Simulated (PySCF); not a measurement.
oxygen (O2), SMILES O=O (connectivity only; charge and spin as stated), neutral, multiplicity 3. Atoms are numbered in the order given.

```xyz
2

O      0.0000     0.0000    -0.5963
O      0.0000     0.0000     0.5963
```
Charge 0, spin multiplicity 3.

Geometry: PBE0-D3(BJ)/def2-TZVPD.

Calculation: PySCF with B3LYP/pcH-1.

Unrestricted Kohn–Sham, ⟨S²⟩ = 2.007. Hyperfine tensors hold the contact and dipolar terms, without spin-orbit corrections.

Computed hyperfine couplings:
```
nucleus    A(iso) (MHz)  A(iso) (G)  dipolar principal values (MHz)
---------  ------------  ----------  ------------------------------
17O no. 1         -36.8       -13.1              -47.6, -47.6, 95.2
17O no. 2         -36.8       -13.1              -47.6, -47.6, 95.2
```
